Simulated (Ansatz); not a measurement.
Exact exchange and the electronic atomisation energy of CH5FSi

CH5FSi: 8 atoms, total charge 0, spin state singlet. As SMILES, `C[SiH2]F`. The shape is that of a PBE0-D4/def2-TZVP optimisation.

The electronic atomisation energy y, in eV, basis 6-311+G(d,p); a is the functional's share of exact exchange. Programs: Ansatz 0.2.0.

| functional | program | a | y (eV) |
| --- | --- | --- | --- |
| r2SCAN | Ansatz | 0 | 29.29 |
| PBE | Ansatz | 0 | 29.21 |
| B3LYP | Ansatz | 0.2 | ? |
| PBE0 | Ansatz | 0.25 | 28.95 |
| BHLYP | Ansatz | 0.5 | 28.57 |

Problem. Fit y = c + s·a to the known rows and predict B3LYP.

Solution. 
1. Means of the 4 rows: a = 0.1875, y = 29.005.
2. Σ(Δa)² = 0.17188, Σ(Δa·Δy) = -0.23125, so the slope is -0.23125/0.17188 = -1.3454.
3. Intercept: 29.005 − (-1.3454) × 0.1875 = 29.257. The largest residual of the fit is 0.047.
4. B3LYP: 29.257 + (-1.3454) × 0.2 = 28.99 eV.

The run gave 29.06 eV, so the prediction is off by -0.07 eV, about the scatter of the fit. The rows mix families of semi-local functionals, which the line can't see.
